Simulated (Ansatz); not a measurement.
**AlB− (sextet): wave-function methods side by side, aug-cc-pVTZ**

The task here is to estimate one member of a computed series from the others.

Computed with Ansatz 0.2.0, Gaussian basis. Level: aug-cc-pVTZ, core rule «outside noble gas», up to 6 orbitals frozen.

To be run: UHF; CCSD(T) on ROHF; CCSD(T) on UHF; BCCD(T) on ROHF; CCSDT(Q) on ROHF; CCSDT(Q) on UHF; CASSCF and MRCISD+Q, 7 electrons in 8 orbitals; CASSCF and NEVPT2, 7 electrons in 8 orbitals.

3 further runs of the same task are left out: 3 set aside as unsound or not needed.

### What is computed

The geometry is a PBE0/def2-TZVPD stationary point (not a proven minimum) of the parent state, kept for this charge and spin.

2 atoms, charge -1, spin multiplicity 6.

Atoms are counted from 1 here; the program's logs count them from 0.

Bond lengths: B1–Al2 2.064 Å.

The first run:

in.yaml reads:

```yaml
crystal:
  periodic: [false, false, false]
  atoms:
    - {symbol: B, position_ang: [0.000000, 0.000000, 0.000000]}
    - {symbol: Al, position_ang: [0.000000, 0.000000, 2.064300]}
basis:
  gaussian: {orbitals: aug-cc-pVTZ}
total_charge: -1
magnetization: {spin_polarized: true, initial_magnetization: 5}
hamiltonian: {xc: hf}
output: {orbitals: {seedname: orbitals}}
```

Launch:

```console
ansatz run in.yaml --threads 1 --pin off --events-out ev --progress --plain --max-ram 2816MiB --backend cpu
```

Steps of the session up to this table: UHF; CCSD(T) on ROHF; CCSD(T) on UHF; BCCD(T) on ROHF; CCSDT(Q) on ROHF; CCSDT(Q) on UHF; CASSCF and MRCISD+Q, 7 electrons in 8 orbitals; CASSCF and NEVPT2, 7 electrons in 8 orbitals.

One table of the session follows, with a row left open; its other results are not shown here.

It belongs to the step «Misses and costs». 

```
          method  from UCCSDT(Q) (meV)
            ROHF               +3421.3
             UHF               +3388.5
            RMP2                +799.1
            UMP2                +796.4
           RCCSD                +257.1
           UCCSD                +254.8
        RCCSD(T)                 +57.3
        UCCSD(T)                 +55.5
         BCCD(T)                     ?
          RCCSDT                 +16.4
          UCCSDT                 +14.7
       RCCSDT(Q)                  +2.3
       UCCSDT(Q)                     0
  CASSCF valence               +2602.1
  NEVPT2 valence                +735.1
  MRCISD valence                +236.7
MRCISD+Q valence                 +52.8
```

Q: Estimate the row for BCCD(T) from the others.

**Answer.** from UCCSDT(Q) (meV): +56.0. In the column «from UCCSDT(Q) (meV)» it lies between UCCSD(T) (+55.5) and RCCSD(T) (+57.3).

Caveats from the session: Restricted and unrestricted rows rest on different reference determinants; where their highest levels disagree by more than a few hundredths of an eV, they describe different states and don't form one ladder.
